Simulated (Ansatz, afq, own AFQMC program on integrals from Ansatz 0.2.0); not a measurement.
## AlH⁻, doublet: AFQMC among the cluster methods

```xyz
2

Al    0.0000    0.0000    0.0000
H     0.0000    0.0000    1.5580
```

Basis aug-cc-pVDZ. Noble-gas cores (and the filled d shells of Ga–Kr and In–Xe) are frozen. AFQMC by an in-house program on the Cholesky factors that Ansatz 0.2.0 writes for its CCSD(T) run. ph-AFQMC/CISD is guided by a CISD state made of CCSD amplitudes; releasing the constraint for a short imaginary time cuts its bias at the price of noise, slowly where states lie close. ± is one standard error of the sampling.

Determinant: UHF, the one that the program's search chose, which needn't be the lowest solution. The geometry is a point of a scan.

Full CI on the same integrals is exact in this basis and with this determinant's frozen core.

Cautions: an unrestricted solution with more broken spin lies lower (17 meV, ⟨S²⟩ 0.96).

The T1 diagnostic is 0.0246 and the weight of the determinant in the CISD state is 0.900. The ⟨S²⟩ of the determinant is 0.774. The size of the correlated space is 5 electrons in 31 orbitals.

Reference: full CI, correlation energy -2.394 eV. The released energy is read at 2.40 1/Eh (meV from the phaseless value at times in 1/Eh: 0.4 ± 1.7 at 0.24, -1.4 ± 1.3 at 0.51, -2.9 ± 1.0 at 0.99, -3.8 ± 0.7 at 1.62, -5.7 ± 0.8 at 2.40).

```
         level  E − E(reference) (kJ/mol)  share of correlation (%)
            HF                      231.0                      0.00
           MP2                       68.6                     70.32
          CCSD                        8.3                     96.40
       CCSD(T)                        2.4                     98.97
         CCSDT                        0.3                     99.89
      CCSDT(Q)                        0.1                     99.98
        CCSDTQ                        0.0                    100.00
   ph-AFQMC/HF                  3.5 ± 1.7                     98.50
 ph-AFQMC/CISD                  0.7 ± 0.2                     99.70
released AFQMC                 0.1 ± 0.08                     99.94
```

CCSDT and higher add their correlation energy to the determinant of the CCSD(T) run, since their own runs factorise the integrals more tightly (a shift of under 2 meV). A walk keeps the symmetry of its determinant, which the program's search chose and which needn't be the lowest solution, so a lower state of the same spin and another symmetry isn't excluded. Released energies are given only where the last usable release times agree within the noise; a slower fall can still hide under it.
